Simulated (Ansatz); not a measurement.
The input, for Ansatz 0.2.0:

```yaml
crystal:
  periodic: [false, false, false]
  atoms:
    - {symbol: Si, position_ang: [0.000000, -0.071635, 2.321501]}
    - {symbol: Al, position_ang: [0.000000, -0.023492, -2.439959]}
    - {symbol: H, position_ang: [0.000000, 2.624904, 0.628339]}
basis:
  gaussian: {orbitals: cc-pVDZ}
magnetization: {spin_polarized: false, initial_magnetization: 2}
correlation: {method: fic_mrcisd_q, electrons: all, active_space: {window: {electrons: 2, orbitals: 200}}}
accuracy: high
scf: {lower_state_search: light}
```

```sh
$ ansatz run in.yaml --threads 1 --pin off --events-out ev --progress --plain --max-ram 2393MiB
```

(1) One thing in this input was set wrong on purpose, beside settings that are merely unusual. What is the gravest fault, and what does the program do?

Results:

(1) Impossible active window. How the run ends: stopped by an error.
```
784 factors; integrals over basis functions are off by at most 3.7e-9 eV
mean field evaluation 1: about -14452.6990 eV, gradient 9.4e0 eV
mean field evaluation 2: about -14452.7142 eV, gradient 9.4e0 eV
mean field evaluation 4: about -14453.2319 eV, gradient 6.7e0 eV
mean field evaluation 8: about -14453.4538 eV, gradient 1.5e0 eV
mean field evaluation 16: about -14453.8067 eV, gradient 1.5e-2 eV
mean field evaluation 32: about -14453.2278 eV, gradient 1.6e0 eV
mean field evaluation 64: about -14450.8979 eV, gradient 1.2e1 eV
mean field evaluation 96: about -14453.8067 eV, gradient 1.7e-5 eV
mean field evaluation 128: about -14453.4652 eV, gradient 7.9e-1 eV
mean field evaluation 160: about -14451.8300 eV, gradient 9.2e0 eV
mean field evaluation 192: about -14453.8051 eV, gradient 2.2e-1 eV
mean field evaluation 224: about -14453.4576 eV, gradient 1.4e-1 eV
mean field evaluation 256: about -14453.5505 eV, gradient 4.7e-5 eV
mean field evaluation 288: about -14452.5200 eV, gradient 6.7e0 eV
mean field evaluation 320: about -14453.5459 eV, gradient 2.6e-1 eV
mean field evaluation 352: about -14453.8040 eV, gradient 2.0e-1 eV
mean field -14453.80665931 eV, -531.1675975875 hartree, gradient 2.3e-8 eV, S^2 2.000000; 17 other end points of the search recorded, 0 dependent functions left out
reference -14453.80665931 eV, -531.1675975875 hartree; 15, 13 occupied and 26, 28 virtual orbitals, 784 factors
Error: 2 electrons in 200 orbitals form no window around the highest filled level of the reference
```
